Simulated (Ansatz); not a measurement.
Geometry optimisation, RKS BLYP/def2-SVP (Ansatz 0.2.0).

Input:

```yaml
crystal:
  periodic: [false, false, false]
  atoms:
    - { symbol: B, position_ang: [-0.899996, -0.167182, 0.316447] }
    - { symbol: H, position_ang: [1.334648, 0.015039, 1.140121] }
    - { symbol: O, position_ang: [1.702211, 0.02623, 0.218269] }
    - { symbol: H, position_ang: [1.855001, -0.928485, 0.055397] }
    - { symbol: Cl, position_ang: [-1.385264, 0.102499, -1.338433] }
basis:
  gaussian: { orbitals: def2-SVP }
hamiltonian:
  xc: blyp
relax:
  f_tol: 0.03
  max_steps: 50
```

Run as:

```bash
$ ansatz run input.yaml --threads 1 --pin off --max-ram 2048MiB --backend cpu --events-out ev --progress --plain --runs-dir out
```

Question: Where does it end, and by what steps?

Answer: It converged. After 6 steps the energy has fallen by 0.008 eV; H2 moved furthest, 0.13 Å.

| step | energy less start (eV) | largest force component (eV/Å) | accepted |
| --- | --- | --- | --- |
| 0 | 0.0000 | 0.470 | yes |
| 1 | 0.0241 | 0.903 | no |
| 2 | -0.0016 | 0.519 | yes |
| 3 | -0.0063 | 0.123 | yes |
| 4 | -0.0077 | 0.085 | yes |
| 5 | -0.0060 | 0.146 | no |
| 6 | -0.0084 | 0.006 | yes |

```xyz
5
Properties=species:S:1:pos:R:3
B -0.882 -0.219 0.296
H 1.243 0.049 1.051
O 1.781 0.012 0.229
H 1.906 -0.954 0.122
Cl -1.441 0.159 -1.305
```

Whether the end is a true minimum wasn't checked by a vibrational analysis.

Run time: 10 s on 1 thread of AMD EPYC 7R43 64-Core Processor (Zen 3), on a shared host, peak memory 0.12 GiB.
